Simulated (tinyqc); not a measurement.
Inside a calculation. Method: extended Hueckel theory, for LiH+. The parameters take no account of the charge, which enters only through the electron count. Computed by tinyqc, a small Python program that keeps every step (integrals from PySCF). Settings: charge = 1, K = 1.5, weighted = 1, multiplicity = 2. Command: `OMP_NUM_THREADS=1 python tinyqc.py 22366 22367 out.jsonl` (the two numbers bound the seeds that draw the settings). One thread of a shared host (Intel(R) Xeon(R) Processor @ 2.60GHz), about 0.01 s of CPU time with the checks.

## Overlaps

Geometry (angstrom):
```
atom       x       y       z
Li    0.0000  0.0000  0.0000
H     0.0000  0.0000  1.5650
```

Parameters chosen for this run:
```
element  shell  Slater exponent  H_ii (eV)
H           1s           1.3000   -13.6000
Li          2s           0.6500    -5.4000
Li          2p           0.6500    -3.5000
```

Slater orbitals, each expanded in six Gaussians scaled to its exponent.

overlap S:
```
         1Li 2s  1Li 2px  1Li 2py  1Li 2pz   2H 1s
1Li 2s   1.0000   0.0000   0.0000   0.0000  0.3657
1Li 2px  0.0000   1.0000   0.0000   0.0000  0.0000
1Li 2py  0.0000   0.0000   1.0000   0.0000  0.0000
1Li 2pz  0.0000   0.0000   0.0000   1.0000  0.4841
2H 1s    0.3657   0.0000   0.0000   0.4841  1.0000
```

## Wolfsberg-Helmholz matrix

diagonal H_ii (eV): 1Li 2s -5.4000, 1Li 2px -3.5000, 1Li 2py -3.5000, 1Li 2pz -3.5000, 2H 1s -13.6000

K = 1.5000

H_ij = K' S_ij (H_ii + H_jj)/2 for i != j (the diagonal keeps H_ii), with K' = K + D^2 + D^4 (1 - K), D = (H_ii - H_jj)/(H_ii + H_jj), K = 1.5.

H (eV):
```
          1Li 2s  1Li 2px  1Li 2py  1Li 2pz     2H 1s
1Li 2s   -5.4000   0.0000   0.0000   0.0000   -5.7982
1Li 2px   0.0000  -3.5000   0.0000   0.0000    0.0000
1Li 2py   0.0000   0.0000  -3.5000   0.0000    0.0000
1Li 2pz   0.0000   0.0000   0.0000  -3.5000   -7.4003
2H 1s    -5.7982   0.0000   0.0000  -7.4003  -13.6000
```

## Orbitals

valence electrons = 1

Solve H C = S C e through S^(-1/2); fill by pairs from the bottom, a degenerate level sharing its electrons equally; each orbital has its largest coefficient positive (the first on a tie).

orbital energies (eV): -13.7283  -4.8224  -3.5000  -3.5000  3.7373

occupations: 1.0000  0.0000  0.0000  0.0000  0.0000

coefficients:
```
            MO1      MO2      MO3     MO4      MO5
1Li 2s   0.0869   0.8796   0.0000  0.0000   0.6561
1Li 2px  0.0000   0.0000  -0.0773  0.9970   0.0000
1Li 2py  0.0000   0.0000   0.9970  0.0773   0.0000
1Li 2pz  0.0687  -0.4824   0.0000  0.0000   1.0646
2H 1s    0.9309  -0.1259   0.0000  0.0000  -0.8366
```

sum of one-electron energies = -13.7283 eV

Within a degenerate level the vectors are fixed only up to a rotation; this is one choice.

## Mulliken analysis

P = C n C^T; charge = valence electrons (H 1, Li 1) minus the sum of (P S)_ii on the atom; overlap population = 2 sum P_ij S_ij between two atoms.

charges: 1Li 0.9272, 2H 0.0728

Overlap populations:
```
pair     value
2-1   0.121098
```
